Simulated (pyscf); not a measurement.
Structures and frequencies: ωB97X-D3(BJ)/def2-SVP in PySCF.

Problem. PBE/def2-TZVP puts the barrier of H₂Se (SMILES [SeH2]) + Cl–Sn(Cl)(Cl)–Cl (SMILES [Cl][Sn]([Cl])([Cl])[Cl]) -> Cl–Sn(Cl)(Cl)–SeH (SMILES [Cl][Sn]([Cl])([Cl])[SeH]) + HCl (SMILES Cl) (four-centre exchange; singlet surface; H–Se, Cl–Sn broken, Se–Sn, Cl–H formed) at 51.9 kJ/mol and the reaction energy at -1.3 kJ/mol, from the separated reactants. What do PBE0-D3(BJ)/def2-TZVP, M06-2X/def2-TZVP, ωB97M-D3(BJ)/def2-TZVP give on the same structures?

Solution. PBE0-D3(BJ): ΔE‡ = 53.7 kJ/mol, ΔE = -4.3 kJ/mol; M06-2X: ΔE‡ = 78.3 kJ/mol, ΔE = +3.5 kJ/mol; ωB97M-D3(BJ): ΔE‡ = 85.1 kJ/mol, ΔE = +1.9 kJ/mol. PBE's barrier lies under all of them, by 1.8 to 33.3 kJ/mol. Its reaction energy lies among theirs. On the reactant side the descent ends in an adduct with a Se–Sn contact, 29.4 kJ/mol under the separated species and 85.6 kJ/mol under the saddle at ωB97X-D3(BJ)/def2-TZVP. What is counted as formed (Se–Sn) is already present as a longer contact in the reactant adduct; forming that adduct is a step of its own. At ωB97X-D3(BJ)/def2-TZVP the barrier from the zero used here is 56.2 kJ/mol. One saddle was located; it need not be the lowest between these sides. Elements up to Kr have no core potential and no relativistic terms here. Elements past Kr carry the def2 core potentials, without spin-orbit coupling.
